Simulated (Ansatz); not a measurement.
# CH₂BO+ (SMILES [CH2+]B=O): single points off equilibrium

An exercise on one series of results from a longer session: the logs are not shown, and one member is left open.

The runs use Ansatz 0.2.0, Gaussian basis; single points in def2-TZVPP.

Correlated methods freeze the cores.

### Starting geometry

SMILES `[CH2+]B=O`, 5 atoms, charge 1, spin multiplicity 1.

Atoms are counted from 1 here; the program's logs count them from 0.

Bond lengths: C1–B2 1.533 Å, C1–H4 1.122 Å, C1–H5 1.090 Å, B2–O3 1.179 Å. Angles: B2–C1–H4 121.3°, B2–C1–H5 121.9°, H4–C1–H5 116.8°, C1–B2–O3 178.4°.

Geometry (Å):

```xyz
5
CH2BO
C    -0.3822    0.4281   -0.2169
B     0.5679   -0.6404    0.3348
O     1.3234   -1.4499    0.7405
H    -0.7792    0.3698   -1.2652
H    -0.7071    1.2765    0.3859
```

Set-up of the first run:

Contents of run/in.yaml:

```yaml
crystal:
  periodic: [false, false, false]
  atoms:
    - {symbol: C, position_ang: [-0.382200, 0.428100, -0.216900]}
    - {symbol: B, position_ang: [0.567900, -0.640400, 0.334800]}
    - {symbol: O, position_ang: [1.323400, -1.449900, 0.740500]}
    - {symbol: H, position_ang: [-0.779200, 0.369800, -1.265200]}
    - {symbol: H, position_ang: [-0.707100, 1.276500, 0.385900]}
basis:
  gaussian: {orbitals: def2-TZVPP}
total_charge: 1
correlation: {method: ccsd_t}
output: {forces: true}
```

No record of the launch command was kept for these runs.

Among the steps run: CCSD(T)/def2-TZVPP; PBE0-D4/def2-TZVPP; wB97M-V/def2-TZVPP; r2SCAN-D4/def2-TZVPP; PBE-D4/def2-TZVPP; LC-wPBE/def2-TZVPP; BLYP-D4/def2-TZVPP.

One of the session's tables, all rows but one given; the rest of the session is left out.

```
   method  RMS force component (eV/Å)  angle to CCSD(T) forces (°)
  CCSD(T)                       1.252                    reference
  PBE0-D4                       0.841                          8.3
  wB97M-V                           ?                            ?
r2SCAN-D4                       1.146                          6.9
   PBE-D4                       1.465                          9.6
  LC-wPBE                       0.526                         24.4
  BLYP-D4                       1.425                          7.9
```

Estimate the missing values for wB97M-V.

The run gave: RMS force component (eV/Å): 0.671; angle to CCSD(T) forces (°): 15.2. In the column «RMS force component (eV/Å)» it lies between LC-wPBE (0.526) and PBE0-D4 (0.841).
